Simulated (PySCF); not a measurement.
Molecule: SMILES c1cc[nH]c1, C4H5N.

Cartesian coordinates in Å; atom numbers follow the order of the lines, from 1:
```xyz
10

C     0.028   -1.187    0.139
C    -1.114   -0.399   -0.173
C    -0.698    0.914   -0.239
N     0.644    0.939    0.020
C     1.100   -0.327    0.252
H     0.061   -2.267    0.268
H    -2.130   -0.753   -0.331
H    -1.251    1.827   -0.451
H     1.214    1.773    0.039
H     2.146   -0.520    0.477
```

Geometry PBE0-D3(BJ)/def2-SVP throughout; GIAO in PySCF 2.14, gas phase, one conformer, non-relativistic; equivalent atoms averaged; functional PBE0.

For orientation, pcSseg-2 gives these shifts δ (against TMS, NH3 at the same level): C3/C5 122.9, C1/C2 117.2, N4 169.9, H9 7.87, H8/H10 6.82, H6/H7 6.53 ppm.

A run gave: C3/C5 101.7, C1/C2 98.2, N4 87.4, H9 6.48, H8/H10 5.51, H6/H7 5.44 ppm (shifts δ (against TMS, NH3 at the same level)).

Which basis set was used in that run?
A. STO-3G
B. IGLO-III
C. 6-311+G(2d,p)
D. def2-SVP

Results:

A. N4 tells them apart best: STO-3G gives 87.4, def2-SVP gives 155.6, 6-311+G(2d,p) gives 163.5, IGLO-III gives 168.1 ppm.
